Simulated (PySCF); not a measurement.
Homolysis of single bonds, series B F-Br. Gas-phase values, no solvent. Strings in code marks are SMILES.

The highest occupied spin orbital from two functionals at the same geometries (PBE0-D4/def2-TZVP), both in PySCF: PBE-D3(BJ)/def2-TZVP and PBE0-D4/def2-TZVP. 

```
species                       PBE-D3(BJ)/def2-TZVP (eV)
----------------------------  -------------------------
radical fragment (`F[B]F`)                        -5.79
radical fragment (`[F]`)                         -10.14
radical fragment (`Br[B]F`)                       -5.39
radical fragment (`[Br]`)                         -7.43
radical fragment (`Br[B]Br`)                      -5.04
```

Q: What does PBE0-D4/def2-TZVP give for each?

A: 
- radical fragment (`F[B]F`): -7.26
- radical fragment (`[F]`): -12.46
- radical fragment (`Br[B]F`): -6.73
- radical fragment (`[Br]`): -8.76
- radical fragment (`Br[B]Br`): -6.31
Over these rows, drawn at random from the members with no instability flagged (it was tested for open shells, ions and some series alone), PBE minus PBE0-D4: mean +1.55 eV, from +1.28 eV to +2.32 eV.
